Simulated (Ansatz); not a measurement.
Geometry optimisation, RKS PBE-D4/def2-SVP in Ansatz.

input.yaml

```yaml
crystal:
  periodic: [false, false, false]
  atoms:
    - { symbol: Al, position_ang: [-0.197898, 0.483159, -0.350045] }
    - { symbol: H, position_ang: [0.014996, 0.051096, 2.366926] }
    - { symbol: H, position_ang: [1.202333, -0.172905, -0.689097] }
    - { symbol: O, position_ang: [-1.725361, -0.228696, -0.668385] }
    - { symbol: H, position_ang: [-1.858102, -1.098027, -1.07852] }
    - { symbol: O, position_ang: [-0.196233, 2.100356, 0.333656] }
    - { symbol: H, position_ang: [-1.051317, 2.528215, 0.509747] }
    - { symbol: H, position_ang: [-0.020618, 0.697502, 2.040417] }
basis:
  gaussian: { orbitals: def2-SVP }
hamiltonian:
  xc: pbe
  dispersion: d4
relax:
  f_tol: 0.03
  max_steps: 50
```

Launched with:

```bash
$ ansatz run input.yaml --threads 1 --pin off --max-ram 2048MiB --backend cpu --events-out ev --progress --plain --runs-dir out
```

Question: Where does it end, and by what steps?

Answer: The forces met the threshold. The force dipped under the threshold on the way, but the program's further checks kept it going. After 10 steps the energy has fallen by 0.081 eV; H2 moved furthest, 0.31 Å.

```
step  energy less start (eV)  largest force component (eV/Å)  accepted
   0                  0.0000                           1.738       yes
   1                 -0.0615                           0.647       yes
   2                 -0.0671                           0.495       yes
   3                 -0.0712                           0.456       yes
   4                 -0.0755                           0.276       yes
   5                 -0.0702                           0.492        no
   6                 -0.0797                           0.112       yes
   7                 -0.0793                           0.208        no
   8                 -0.0807                           0.022       yes
   9                 -0.0813                           0.011       yes
  10                 -0.0813                           0.028       yes
```

```xyz
8
Properties=species:S:1:pos:R:3
Al -0.207 0.550 -0.293
H -0.032 -0.185 2.179
H 1.200 -0.116 -0.589
O -1.721 -0.223 -0.569
H -1.794 -1.121 -0.925
O -0.220 2.195 0.209
H -1.046 2.679 0.367
H -0.012 0.583 2.086
```

Time of the run: 16 s on 1 thread of Arm Neoverse V2 (shared host), peak memory 0.12 GiB.
